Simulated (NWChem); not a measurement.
# Correlation energy of S (-1)

```xyz
1

S      0.0000     0.0000     0.0000
```
Charge -1, spin multiplicity 2.

Everything below was run with NWChem.

Basis set: aug-cc-pVDZ. Each correlation energy counts from its own Hartree-Fock reference.

The correlated methods keep 5 core orbitals frozen. No SCF solution was tested for a lower state. Open-shell Hartree-Fock references start from PBE0 orbitals. Coupled-cluster values serve here as a point of comparison, not as the truth.

Task: For the correlation energy, UMP2 gives -122.0 mHa and SCS-UMP2 gives -119.7 mHa. What do CCSD on UHF, CCSD[T] on UHF, CCSD(T) on UHF give?

Result: CCSD on UHF: -139.6 mHa; CCSD[T] on UHF: -143.6 mHa; CCSD(T) on UHF: -143.5 mHa.
